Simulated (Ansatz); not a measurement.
**C2H5S radical: how energies converge with the basis set**

How large a basis does C2H5S radical need? Two functionals are run in growing sets.

Method: one geometry, several basis sets; program: Ansatz 0.2.0, Gaussian basis.

The runs, in order: PBE0-D4/def2-SVP; ωB97M-V/def2-SVP; PBE0-D4/def2-QZVPP; ωB97M-V/def2-QZVPP; the functionals' def2-TZVPP values are taken from earlier runs.

## (1) The geometry

The geometry comes from an earlier relaxation with PBE0-D4 in a triple-zeta def2 set; it is a stationary point, not always the lowest conformer.

SMILES `[CH2]SC`, 8 atoms, charge 0, spin multiplicity 2.

Atoms are counted from 1 here; the program's logs count them from 0.

Bond lengths: C1–S2 1.695 Å, C1–H4 1.081 Å, C1–H5 1.080 Å, S2–C3 1.794 Å, C3–H6 1.091 Å, C3–H7 1.090 Å, C3–H8 1.091 Å. Angles: S2–C1–H4 121.4°, S2–C1–H5 117.4°, H4–C1–H5 120.8°, C1–S2–C3 101.6°, S2–C3–H6 110.5°, S2–C3–H7 107.2°, S2–C3–H8 110.5°, H6–C3–H7 109.1°, H6–C3–H8 110.1°, H7–C3–H8 109.3°.

## (2) PBE0-D4 in def2-SVP

Input file in.yaml:

```yaml
crystal:
  periodic: [false, false, false]
  atoms:
    - {symbol: C, position_ang: [-0.766691, 1.107137, -0.688234]}
    - {symbol: S, position_ang: [0.844292, 0.622167, -0.483127]}
    - {symbol: C, position_ang: [0.650112, -0.872708, 0.489324]}
    - {symbol: H, position_ang: [-1.572498, 0.620632, -0.157686]}
    - {symbol: H, position_ang: [-0.947557, 1.994658, -1.276152]}
    - {symbol: H, position_ang: [0.157482, -0.650834, 1.436980]}
    - {symbol: H, position_ang: [1.649012, -1.260545, 0.687952]}
    - {symbol: H, position_ang: [0.077847, -1.617607, -0.064758]}
basis:
  gaussian: {orbitals: def2-SVP}
magnetization: {spin_polarized: true, initial_magnetization: 1}
hamiltonian: {xc: pbe0, dispersion: d4}
output: {orbitals: {seedname: orbitals}}
```

The runs that follow: ωB97M-V in def2-SVP; PBE0-D4 in def2-QZVPP; ωB97M-V in def2-QZVPP.

Before running them: what should the planned runs give, taken together? Wanted: PBE0-D4: double and triple zeta above quadruple; ωB97M-V: double and triple zeta above quadruple.

As calculated:

```
                                       quantity          value
PBE0-D4: double and triple zeta above quadruple  6.77, 0.46 eV
ωB97M-V: double and triple zeta above quadruple  6.90, 0.45 eV
```

In words: PBE0-D4 gains 6.31 eV from double to triple zeta, then 0.46 eV more. These are total energies; as a rule much of such shifts cancels in differences, which this series doesn't test. The LUMO of ωB97M-V is positive and keeps falling with the basis (1.13 to 0.56 eV): an unbound level that the basis holds in place.
